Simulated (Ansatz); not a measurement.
I need a test of scalar relativity of H₃S (charge +1), SMILES [SH3+]. Use Ansatz's Python interface. Settings (for the species named): PBE, cc-pVTZ basis, multiplicity 1, D3BJ dispersion.

| atom | x (Å) | y (Å) | z (Å) |
| --- | --- | --- | --- |
| S | 0.0192 | -0.0141 | 0.4802 |
| H | -0.4829 | 1.0958 | -0.1090 |
| H | 1.1769 | -0.1270 | -0.2112 |
| H | -0.7132 | -0.9548 | -0.1599 |

The script, `x2c.py`:
```python
"""H3S(+) with and without the spin-free two-component Hamiltonian."""

from dataclasses import dataclass

import ansatz as az
import numpy as np


@dataclass(frozen=True)
class RunConfig:
    functional: str = "pbe"
    dispersion: str = "d3bj"
    net_charge: int = 1


cfg = RunConfig()

GEOMETRY = """
S     0.01920   -0.01410    0.48020
H    -0.48290    1.09580   -0.10900
H     1.17690   -0.12700   -0.21120
H    -0.71320   -0.95480   -0.15990
"""


def main() -> None:
    h3s = az.Crystal.molecule()
    for line in GEOMETRY.strip().splitlines():
        symbol, *xyz = line.split()
        h3s = h3s.atom(symbol, [float(v) for v in xyz])

    model = (
        h3s.calculation()
        .functional(cfg.functional, dispersion=cfg.dispersion)
        .charge(cfg.net_charge)
        .forces()
    )
    # a set contracted for a scalar-relativistic Hamiltonian goes with the relativistic run
    sets = {"none": "cc-pVTZ", "scalar": "cc-pVTZ-DK"}
    found = {kind: model.basis(gaussian=basis).pseudopotentials(relativity=kind).run(threads=1).report for kind, basis in sets.items()}
    for kind, each in found.items():
        dipole = 4.803205 * np.linalg.norm(each["charge_distribution"]["dipole_moment_e_ang"])
        print(f"{kind:7s} E = {each['free_energy_ev']:.4f} eV  dipole {dipole:.3f} D  largest force component {np.abs(each['forces_ev_ang']).max():.4f} eV/A")
    print(f"relativity lowers the total energy by {found['none']['free_energy_ev'] - found['scalar']['free_energy_ev']:.3f} eV")


if __name__ == "__main__":
    main()
```

```console
$ python x2c.py
none    E = -10871.2024 eV  dipole 1.514 D  largest force component 1.4405 eV/A
scalar  E = -10900.9160 eV  dipole 1.501 D  largest force component 1.4646 eV/A
relativity lowers the total energy by 29.714 eV
```

Total energies depend on the basis set; only differences at equal settings carry meaning. The geometry is a force-field or estimated start, not a minimum of this method. The basis set changes with the Hamiltonian (a set recontracted for scalar relativity), and most of the change in the total lies in the cores. An ion's dipole depends on the origin; the program takes it about the centre of nuclear charge. It ran for 1.6 s on 1 thread of Arm Neoverse V2 (shared host), peak memory 0.17 GiB.
